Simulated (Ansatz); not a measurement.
## Worked example: CH3Na + C4H10S → NaSH + C5H12

Species: CH3Na `[CH3][Na]`, singlet; C4H10S `CC(C)(C)S`, singlet; NaSH `[Na][SH]`, singlet; C5H12 (neopentane) `CC(C)(C)C`, singlet. The partners trade CH3 for SH: Na–CH3 and C–SH bonds give way to Na–SH and C–CH3.

Shapes, held fixed at every level: PBE0-D4/def2-TZVP. Flexible molecules stand in one conformer, not always the lowest. Programs: Ansatz 0.2.0. Electronic energies: no zero-point or thermal term.

At CCSD(T)/def2-TZVPP; 1 Eh = 2625.50 kJ/mol:

| species | energy (Eh) |
| --- | --- |
| CH3Na | -201.835698 |
| C4H10S | -555.894219 |
| NaSH | -560.405053 |
| C5H12 | -197.402711 |

Problem. Work out ΔE of the reaction at this level.

Solution. 
1. Products less reactants: (-560.405053) + (-197.402711) − [(-201.835698) + (-555.894219)] = -0.077847 Eh = -204.4 kJ/mol.

Other levels give -214.9 (MP2/def2-SVP) to -195.7 kJ/mol (B3LYP-D4/def2-TZVPP). No measured value is set beside it here. Outer-core shells of Na are correlated in most correlated rows, in sets that cover them unevenly.
